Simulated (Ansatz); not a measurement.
Geometry optimisation, RKS PBE-D4/cc-pVDZ in Ansatz.

input.yaml

```yaml
crystal:
  periodic: [false, false, false]
  atoms:
    - { symbol: O, position_ang: [-0.72486, 1.6212, 0.58194] }
    - { symbol: C, position_ang: [-0.05096, 0.51495, 0.32472] }
    - { symbol: C, position_ang: [1.01463, -0.23206, 0.46861] }
    - { symbol: C, position_ang: [-0.06822, -0.77385, -0.39356] }
    - { symbol: F, position_ang: [0.09541, -0.75077, -1.77816] }
    - { symbol: H, position_ang: [-1.56663, 1.63197, 0.10711] }
    - { symbol: H, position_ang: [1.99454, -0.3849, 0.84195] }
    - { symbol: H, position_ang: [-0.6939, -1.62652, -0.1526] }
basis:
  gaussian: { orbitals: cc-pVDZ }
hamiltonian:
  xc: pbe
  dispersion: d4
relax:
  f_tol: 0.015
  max_steps: 40
```

Run as:

```bash
$ ansatz run input.yaml --threads 1 --pin off --max-ram 2048MiB --backend cpu --events-out ev --progress --plain --runs-dir out
```

Task: Where does it end, and by what steps?

Result: The run converged. After 5 steps the energy has fallen by 0.082 eV; O1 moved furthest, 0.05 Å.

| step | energy less start (eV) | largest force component (eV/Å) | accepted |
| --- | --- | --- | --- |
| 0 | 0.0000 | 1.185 | yes |
| 1 | -0.0642 | 0.592 | yes |
| 2 | -0.0801 | 0.187 | yes |
| 3 | -0.0816 | 0.059 | yes |
| 4 | -0.0819 | 0.024 | yes |
| 5 | -0.0820 | 0.014 | yes |

```xyz
8
Properties=species:S:1:pos:R:3
O -0.706 1.664 0.586
C -0.077 0.513 0.305
C 1.012 -0.223 0.465
C -0.071 -0.771 -0.412
F 0.105 -0.778 -1.812
H -1.579 1.631 0.142
H 2.011 -0.387 0.874
H -0.695 -1.649 -0.149
```

Whether the end is a true minimum wasn't checked by a vibrational analysis.

The run took 25 s on 1 thread of Intel(R) Xeon(R) Platinum 8259CL CPU @ 2.50GHz (Skylake/Cascade Lake), with other jobs on the host, peak memory 0.14 GiB.
